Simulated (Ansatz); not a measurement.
`FC1=CCC1F` → `F/C=C\C=C/F`  (isomerisation)

Gas-phase electronic energies from Ansatz, PBE0-D4/def2-TZVP geometries. CCSD(T)/CBS is the MP2 limit (def2-TZVPP, def2-QZVPP) plus CCSD(T) − MP2 in def2-TZVPP, frozen cores. Functionals use def2-TZVPP. B3LYP here is the variant with VWN-RPA as its local correlation; programs differ in this. One conformer a species, not always the lowest.

```json
{"level": "PBE0-D4", "ΔE (kcal/mol)": "-6.7", "difference from CCSD(T)/CBS": "1.9"}
{"level": "B2PLYP", "ΔE (kcal/mol)": "-11.4", "difference from CCSD(T)/CBS": "-2.8"}
{"level": "PBE", "ΔE (kcal/mol)": "-9.6", "difference from CCSD(T)/CBS": "-1.0"}
{"level": "r2SCAN", "ΔE (kcal/mol)": "-10.9", "difference from CCSD(T)/CBS": "-2.3"}
{"level": "B3LYP", "ΔE (kcal/mol)": "-13.6", "difference from CCSD(T)/CBS": "-5.0"}
{"level": "HF/def2-TZVPP", "ΔE (kcal/mol)": "-11.5", "difference from CCSD(T)/CBS": "-2.9"}
{"level": "MP2/def2-TZVPP", "ΔE (kcal/mol)": "-7.0", "difference from CCSD(T)/CBS": "1.6"}
{"level": "SCS-MP2/def2-TZVPP", "ΔE (kcal/mol)": "-8.0", "difference from CCSD(T)/CBS": "0.6"}
{"level": "CCSD/def2-TZVPP", "ΔE (kcal/mol)": "-8.3", "difference from CCSD(T)/CBS": "0.3"}
{"level": "CCSD(T)/def2-TZVPP", "ΔE (kcal/mol)": "-8.7", "difference from CCSD(T)/CBS": "-0.1"}
{"level": "HF/def2-QZVPP", "ΔE (kcal/mol)": "-11.5", "difference from CCSD(T)/CBS": "-2.9"}
{"level": "MP2/def2-QZVPP", "ΔE (kcal/mol)": "-6.9", "difference from CCSD(T)/CBS": "1.7"}
{"level": "SCS-MP2/def2-QZVPP", "ΔE (kcal/mol)": "-8.0", "difference from CCSD(T)/CBS": "0.6"}
{"level": "HF/CBS(def2)", "ΔE (kcal/mol)": "-11.5", "difference from CCSD(T)/CBS": "-2.9"}
{"level": "MP2/CBS(def2)", "ΔE (kcal/mol)": "-6.8", "difference from CCSD(T)/CBS": "1.8"}
{"level": "CCSD/CBS(def2)", "ΔE (kcal/mol)": "-8.2", "difference from CCSD(T)/CBS": "0.4"}
{"level": "CCSD(T)/CBS", "ΔE (kcal/mol)": "-8.6", "difference from CCSD(T)/CBS": "0"}
```

Largest T1 diagnostic among the species: 0.013.

In def2-TZVPP, CCSD(T) changes the Hartree–Fock value by +2.8 kcal/mol (the triples alone add −0.4 kcal/mol) and MP2 by +4.5 kcal/mol. From PBE to PBE0 (25 % exact exchange), in def2-TZVPP and without D4, ΔE moves by +2.7 kcal/mol.
